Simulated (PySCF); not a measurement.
**H3NO (hydroxylamine): levels of theory compared**

Wanted: a comparison of 6 runs (B2PLYP/STO-6G, M06-2X/STO-6G, SVWN5/STO-6G, r2SCAN/STO-6G, CCSDTQ/STO-6G, CCSD(T)/STO-6G) of H3NO (hydroxylamine). Input form: a Python script.

The calculation is run with PySCF 2.14.0.

2 further runs of the same task are left out: 2 set aside as unsound or not needed.

### 1 The system as given

H3NO: 5 atoms, total charge 0, spin state singlet. As SMILES, `NO`. The O2–H5 distance was set to 1.729 Å, away from the relaxed value. At this shape a bond of the SMILES string is far longer than usual.

Bond lengths: N1–O2 1.422 Å, N1–H3 1.016 Å, N1–H4 1.016 Å. Angles: O2–N1–H3 104.5°, O2–N1–H4 104.5°, H3–N1–H4 106.0°.

### 2 The energy at B2PLYP/STO-6G (run 1)

input.py

```python
from pyscf import gto, dft, mp

mol = gto.M(
    atom=[
    ('N', (-0.757573, -0.624544, 0.091239)),
    ('O', (-0.227993, 0.402786, 0.920469)),
    ('H', (-0.755143, -1.453274, 0.679179)),
    ('H', (-1.734103, -0.373094, -0.033801)),
    ('H', (1.105010, 0.995100, -0.007440)),
],
    verbose=3,
    max_memory=1860,
    charge=0,
    basis='sto-6g',
    spin=0,
)

mf = dft.RKS(mol, xc='0.53*HF + 0.47*B88, 0.73*LYP')
mf.grids.level = 5
mf.conv_tol = 1e-10
mf.kernel()
if not mf.converged:
    mf = mf.newton().run(mf.mo_coeff, mf.mo_occ)

pt = mp.MP2(mf, frozen=2).run()
etot = mf.e_tot + 0.27 * pt.e_corr
print('PT2 part  %.8f' % (0.27 * pt.e_corr))
print('E = %.10f Eh' % etot)
```

Started as:

```console
$ OMP_NUM_THREADS=1 python input.py
```

Output:

```text
converged SCF energy = -130.793437586837
E(RMP2) = -130.992830181111  E_corr = -0.199392594274196
E(SCS-RMP2) = -131.017047753487  E_corr = -0.223610166650653
PT2 part  -0.05383600
E = -130.8472735873 Eh
```

It took 2.5 s on 1 thread of Arm Neoverse V1, shared host; peak memory 0.17 GiB.

### 3 A single-point energy at M06-2X/STO-6G (run 2)

geometry.xyz

```xyz
5
H3NO
N     -0.757573    -0.624544     0.091239
O     -0.227993     0.402786     0.920469
H     -0.755143    -1.453274     0.679179
H     -1.734103    -0.373094    -0.033801
H      1.105010     0.995100    -0.007440
```

run.py

```python
from pyscf import gto, dft

mol = gto.M(
    atom='geometry.xyz',
    max_memory=1860,
    spin=0,
    basis='sto-6g',
    verbose=3,
)

ks = dft.RKS(mol)
ks.xc = 'm06-2x'
ks.conv_tol = 1e-10
ks.grids.level = 5
ks.kernel()
if not ks.converged:
    ks = ks.newton().run(ks.mo_coeff, ks.mo_occ)

energy = ks.e_tot
print('Final energy', energy)
```

Started as:

```console
$ OMP_NUM_THREADS=1 python run.py
```

Output:

```text
converged SCF energy = -130.97786447041
Final energy -130.97786447040988
```

Run time: 3.3 s. Hardware: 1 thread of Arm Neoverse V1, shared host; peak memory 0.18 GiB.

Runs 3 to 5 aren't shown in full; the table further down has their settings and results.

### 4 The energy at CCSD(T)/STO-6G (run 6)

job.py

```python
from pyscf import gto, scf, cc

system = gto.Mole()
system.atom = '''
N     -1.431605    -1.180217     0.172417
O     -0.430844     0.761155     1.739434
H     -1.427013    -2.746290     1.283462
H     -3.276980    -0.705045    -0.063875
H      2.088166     1.880466    -0.014060
'''
system.max_memory = 1860
system.spin = 0
system.verbose = 3
system.unit = 'bohr'
system.basis = 'sto-6g'
system.charge = 0
system.build()

mf = scf.RHF(system)
mf.conv_tol = 1e-10
mf.kernel()
if not mf.converged:
    mf = mf.newton().run(mf.mo_coeff, mf.mo_occ)

mycc = cc.CCSD(mf, frozen=2)
mycc.kernel()
e_t = mycc.ccsd_t()
etot = mycc.e_tot + e_t
print('E = %.10f Eh' % etot)
```

Started as:

```console
$ OMP_NUM_THREADS=1 python job.py
```

Output:

```text
converged SCF energy = -130.306443754737
E(CCSD) = -130.5182892916051  E_corr = -0.211845536868
CCSD(T) correction = -0.00267238164826199
E = -130.5209616733 Eh
```

Wall time 0.81 s (1 thread of Arm Neoverse V1, shared host); peak memory 0.1 GiB.

### 5 Overview of the runs

```csv
run,level,frozen core orbitals,integration grid,energy (Eh),dipole moment (D) of the reference,HOMO energy (eV),LUMO energy (eV),wall time
1,B2PLYP/STO-6G,2,5,-130.847274,1.34,-5.63,2.28,2.5 s
2,M06-2X/STO-6G,–,5,-130.977864,1.32,-5.59,2.06,3.3 s
3,SVWN5/STO-6G,–,5,-130.015580,1.62,-1.98,0.16,2.5 s
4,r2SCAN/STO-6G,–,5,-131.001901,1.65,-2.89,-0.20,3.9 s
5,CCSDTQ/STO-6G,2,–,-130.522043,1.12,-7.68,5.03,8.1 s
6,CCSD(T)/STO-6G,2,–,-130.520962,1.12,-7.68,5.03,0.81 s
```

### 6 Summary of results

| quantity | value |
| --- | --- |
| run 6: total energy | -130.52096 Eh |
| run 6: dipole moment (Hartree–Fock density) | 1.12 D |
| run 6: HOMO energy (Hartree–Fock orbitals) | -7.68 eV |
| run 6: LUMO energy (Hartree–Fock orbitals) | 5.03 eV |
| run 6: HOMO–LUMO gap (Hartree–Fock orbitals) | 12.71 eV |
| run 6: correlation energy (2 core orbitals frozen) | -214.5 mEh |
| run 6: (T) correction | -2.67 mEh |
| run 6: T1 diagnostic | 0.015 |

What this shows: Over runs 1, 2, 3, 4 the dipole moment (its size) runs from 1.32 D (M06-2X/STO-6G) to 1.65 D (r2SCAN/STO-6G). Over runs 1, 2, 3, 4 the HOMO–LUMO gap runs from 2.14 eV (SVWN5/STO-6G) to 7.92 eV (B2PLYP/STO-6G). A double hybrid's value is that of its SCF part. Totals of different functionals can't be ranked against each other. In runs 1, 2, 3, 4, 5, 6 the basis is minimal, so the values are rough. In runs 1, 2, 3, 4, 6 a closed-shell determinant meets a far-stretched bond, which it describes badly. All runs together took 21 s, the longest 8.1 s.
